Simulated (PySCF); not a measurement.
Molecule: methylcyclopropane (SMILES CC1CC1).

Atom-mapped SMILES (the numbers label the heavy atoms): `[CH3:1][CH:2]1[CH2:3][CH2:4]1`. Each H is labelled by its parent atom. Ha(C3), Ha(C4) are cis to C1 on the ring; Hb(C3), Hb(C4) are trans to C1 on the ring.

Geometry PBE0-D3(BJ)/def2-SVP throughout; GIAO in PySCF 2.14, gas phase, one conformer, non-relativistic; equivalent atoms averaged; functional PBE0.

(1) How do the absolute shieldings σ depend on the basis set? (ppm; last column core-seconds on shared hosts with different chips, so compare them loosely)

(2) Which nucleus moves most, in ppm?

(3) Taking the largest basis, pcSseg-2 (256 functions), as the yardstick, rank the others by their worst heavy-atom deviation.

Answers

(1) 
```
    basis set  functions     C1     C2  C3/C4  H(C1)  Hb(C3)/Hb(C4)  H(C2)  Ha(C3)/Ha(C4)  core-s
       STO-3G         28  213.0  218.4  219.4  31.79          32.02  32.13          32.28     1.8
        6-31G         52  178.5  192.3  191.0  31.50          31.97  31.86          32.36     3.4
     pcSseg-0         52  171.0  188.2  184.6  31.78          32.18  32.40          32.64     5.5
       6-31G*         72  173.9  187.2  186.4  30.96          31.44  31.21          31.82     4.3
     def2-SVP         96  174.3  187.7  187.0  30.47          31.06  30.90          31.49     5.8
      cc-pVDZ         96  175.7  187.9  188.8  30.33          30.96  30.78          31.39     8.4
     pcSseg-1        108  163.1  177.8  177.2  30.24          30.84  30.75          31.33     5.9
6-311+G(2d,p)        156  166.4  179.3  179.8  30.53          31.12  30.91          31.59      12
  aug-cc-pVDZ        164  175.0  186.9  188.4  30.33          30.95  30.75          31.41      15
    def2-TZVP        172  165.8  179.4  180.0  30.50          31.06  30.86          31.50      14
     IGLO-III        220  162.5  176.4  176.9  30.38          30.96  30.75          31.42      31
      cc-pVTZ        232  166.4  179.7  180.2  30.30          30.87  30.68          31.34      25
     pcSseg-2        256  162.4  176.5  176.7  30.24          30.81  30.62          31.27      19
```

(2) C1 (methyl carbon): from 162.4 ppm with pcSseg-2 to 213.0 ppm with STO-3G. The smallest spread is 1.37 ppm, at Hb(C3)/Hb(C4). Proton shifts span only some 12 ppm, so a few tenths of a ppm matter as much there as several ppm in carbon.

(3) IGLO-III 0.2 ppm (220 functions), pcSseg-1 1.3 ppm (108 functions), def2-TZVP 3.4 ppm (172 functions), 6-311+G(2d,p) 4.1 ppm (156 functions), cc-pVTZ 4.1 ppm (232 functions), 6-31G* 11.5 ppm (72 functions), pcSseg-0 11.7 ppm (52 functions), def2-SVP 12.0 ppm (96 functions), aug-cc-pVDZ 12.7 ppm (164 functions), cc-pVDZ 13.3 ppm (96 functions), 6-31G 16.2 ppm (52 functions), STO-3G 50.7 ppm (28 functions).

A small basis that lands close on one nucleus may do so by chance; judge by the trend and by all nuclei.
